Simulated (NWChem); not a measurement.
## Correlation energy of propyne (C₃H₄)

SMILES: C#CC
```xyz
7

C      1.2234    -0.1960     0.0000
C     -0.2116     0.0353     0.0000
C     -1.4074     0.2252     0.0000
H      1.4491    -1.2737     0.0000
H      1.6966     0.2476     0.8898
H      1.6966     0.2476    -0.8898
H     -2.4686     0.3908     0.0000
```
Charge 0, spin multiplicity 1.

All runs are NWChem calculations. All single points use one geometry, from PBE0/def2-SVP, a minimum by its harmonic frequencies.

Basis set: 3-21G. Each correlation energy counts from its own Hartree-Fock reference.

```csv
method,correlation energy (mHa),difference from CCSD(T)
MP2,-272.2,+34.5
SCS-MP2,-273.0,+33.7
CR-CCSD[T],-305.1,+1.6
CR-CCSD(T),-304.6,+2.1
CCSD,-297.6,+9.1
CCSD+T(CCSD),-307.4,-0.6
CCSD(T),-306.8,0.0
```

The values span 35.1 mHa, from CCSD+T(CCSD) (lowest) to MP2 (highest). 

The correlated methods keep 3 core orbitals frozen. Differences from the coupled-cluster row are differences between methods, not errors against experiment.
